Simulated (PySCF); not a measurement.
Molecule: SMILES [S-]C1CC1, [C₃H₅S]-.

Cartesian coordinates in Å; atom numbers follow the order of the lines, from 1:
```xyz
9

S     2.241   -0.072   -0.651
C     0.763   -0.047    0.317
C    -0.501   -0.724   -0.143
C    -0.434    0.776   -0.077
H     0.957   -0.103    1.391
H    -1.123   -1.242    0.581
H    -0.496   -1.181   -1.122
H    -1.010    1.283    0.691
H    -0.384    1.315   -1.013
```

Total charge -1.

Frames of a GFN2-xTB Langevin trajectory at 300 K; GIAO PBE0/pcSseg-1 shieldings in PySCF 2.14.0 with density-fitted response routines, gas phase, non-relativistic; equivalent atoms averaged within each frame.

Chemical shifts δ = σref − σ; 33S (σref 503.73) against CS2; 13C (σref 186.93), 1H (σref 31.72) against TMS, all at this level. The references are static minima.

**Question.** How do the shifts (ppm) fluctuate along the trajectory?

**Answer.** 
| time (fs) | S1 | C2 | C3/C4 | H5 | H6/H8 | H7/H9 |
| --- | --- | --- | --- | --- | --- | --- |
| optimised geometry | -106 | 21.8 | 15.5 | 2.12 | 0.18 | -0.96 |
| 250 | -37 | 25.0 | 12.5 | 3.87 | 0.18 | -1.77 |
| 425 | -84 | 25.7 | 15.8 | 1.47 | 0.33 | -1.29 |
| 625 | -15 | 22.3 | 14.7 | 3.14 | 0.53 | -0.13 |
| 800 | -76 | 26.1 | 15.9 | 2.64 | -0.29 | -1.00 |
| 1000 | -109 | 21.9 | 19.2 | 1.17 | 0.82 | -0.78 |
| mean of frames | -64 | 24.2 | 15.6 | 2.46 | 0.31 | -1.00 |
| standard deviation | 38 | 2.0 | 2.4 | 1.13 | 0.41 | 0.61 |

5 frames give an uncertainty of the mean of about the standard deviation over 2.2 at best, since frames this close in time may not be independent; classical motion lacks zero-point vibration, and the reference would need the same averaging.
